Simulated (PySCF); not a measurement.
NaLi: input and log

State: ¹Σ⁺ (singlet), closed shell.

An equivalent input (the run itself took its basis sets from the Basis Set Exchange, started from a PBE0 density and held the occupation σ 5α 5β, πx 1α 1β, πy 1α 1β):

```python
from pyscf import gto, dft
mol = gto.M(atom='Na 0 0 0; Li 0 0 2.926', basis={'Na': 'def2-TZVP', 'Li': 'def2-TZVP'},
            charge=0, spin=0, verbose=4, symmetry='C2v')
mf = dft.UKS(mol, xc='PBE0')
mf.grids.atom_grid = (80, 434)
mf.grids.prune = dft.gen_grid.treutler_prune
mf.irrep_nelec = {'A1': (5, 5), 'B1': (1, 1), 'B2': (1, 1)}
mf.conv_tol = 1e-9
mf.max_cycle = 60
mf.diis_space = 10
mf.kernel()
```

The log (some set-up lines and the per-cycle HOMO/LUMO lines removed):

```
******** <class 'pyscf.dft.uks_symm.SymAdaptedUKS'> ********
method = SymAdaptedUKS
damping factor = 0
level_shift factor = 0
DIIS = <class 'pyscf.scf.diis.CDIIS'>
diis_start_cycle = 1
diis_space = 10
diis_damp = 0
SCF conv_tol = 1e-09
SCF conv_tol_grad = None
SCF max_cycles = 60
number electrons alpha = 7  beta = 7
Set gradient conv threshold to 3.16228e-05
init E= -169.668561695463
cycle= 1 E= -169.669823017939  delta_E= -0.00126  |g|= 0.00119  |ddm|= 0.00767
cycle= 2 E= -169.669826102082  delta_E= -3.08e-06  |g|= 0.000786  |ddm|= 0.00666
cycle= 3 E= -169.66982647357  delta_E= -3.71e-07  |g|= 0.000109  |ddm|= 0.00117
cycle= 4 E= -169.669826479505  delta_E= -5.93e-09  |g|= 4.95e-05  |ddm|= 0.000297
cycle= 5 E= -169.669826480383  delta_E= -8.78e-10  |g|= 1.23e-05  |ddm|= 7.79e-05
Extra cycle  E= -169.66982648045  delta_E= -6.73e-11  |g|= 5.85e-06  |ddm|= 2.3e-05
converged SCF energy = -169.66982648045  <S^2> = -8.8817842e-15  2S+1 = 1
```

Repeating this along the bond gives Re = 2.927 Å and ωe = 252 cm⁻¹.

A point of this curve took 0.65 CPU seconds beside 0.033 for the integrals, on Intel Xeon 6975P-C (shared host).

Closed-shell solutions of metal pairs were not tested for spin polarisation, which can lower them a little.
